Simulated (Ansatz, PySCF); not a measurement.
The group X on ethyl-X is varied. All species are isolated molecules in the gas phase. One relaxed conformer stands for each flexible species; it need not be the lowest. Strings in code marks are SMILES.

Quantity: vertical ionisation energy (energy after one electron is removed minus that of the parent at the parent's geometry), in eV.

Level 1: frozen-core CCSD(T)/def2-TZVPP // B3LYP-D3(BJ)/def2-TZVP (Ansatz, a program for electronic structure)
Level 2: frozen-core MP2/def2-TZVPP // B3LYP-D3(BJ)/def2-TZVP (Ansatz)
Level 3: PBE/6-31G* // B3LYP-D3(BJ)/def2-TZVP (PySCF)
Level 4: minus the HOMO energy of B3LYP-D3(BJ)/def2-TZVP (PySCF)

```csv
species,level 1,level 2,level 3,level 4
`CCOC` (C–C–O–C torsion 73°),9.85,[?],9.22,7.09
`C#CCC`,10.36,[?],9.75,7.44
`C[CH2][GeH3]`,[?],[?],[?],8.06
`CCS` (C–C–S–H torsion 62°),9.23,9.30,9.06,6.52
`CCCC` (C–C–C–C torsion 180°),11.57,11.74,10.54,8.83
`CCN`,9.45,9.63,8.98,[?]
`CCC#N`,12.22,[?],11.36,9.09
`CCCl`,11.02,11.20,[?],8.05
```

Complete the blanks.


- `CCOC` (C–C–O–C torsion 73°), level 2: 10.25
- `C#CCC`, level 2: 10.60
- `C[CH2][GeH3]`, level 1: 10.60
- `C[CH2][GeH3]`, level 2: 10.72
- `C[CH2][GeH3]`, level 3: 10.07
- `CCN`, level 4: 6.57
- `CCC#N`, level 2: 12.65
- `CCCl`, level 3: 10.62
